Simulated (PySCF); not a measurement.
Isomers of C3H3F, mass 58.022 u with the commonest isotopes. Method: PBE0-D3(BJ)/def2-SVP geometry optimisation, gas phase (PySCF). One conformer each, none proved a minimum here; rigid rotors.

Task: Order these by radius of gyration √(Σ m r²/M), largest first.
A. `C#CCF` (HC≡CCH2F)
B. `FC1C=C1`
C. `FC1=CC1`

Result: A (1.454 Å), C (1.262 Å), B (1.217 Å).

Task: Order these by rotational constant B, largest first.
A. `C1(F)C=C1`
B. HC≡CCH2F (`C#CCF`)
C. `FC1=CC1`

Result: A (7160 MHz), C (7007 MHz), B (4576 MHz).

Task: Order these by rotational constant C, smallest first.
A. `FC1=CC1`
B. `C1(F)C=C1`
C. HC≡CCH2F, `C#CCF`

Result: C (4176 MHz), A (5570 MHz), B (6375 MHz).

```
 SMILES  point group  Ia (u·Å²)  Ib (u·Å²)  Ic (u·Å²)      κ  μa (D)  μb (D)  μc (D)
FC1=CC1           Cs      22.03      72.12      90.74  -0.83    0.88    0.38    0.00
  C#CCF           Cs      13.81     110.43     121.03  -0.98    1.01    1.36    0.00
FC1C=C1           Cs      22.05      70.59      79.28  -0.91    2.03    0.00    0.46
```
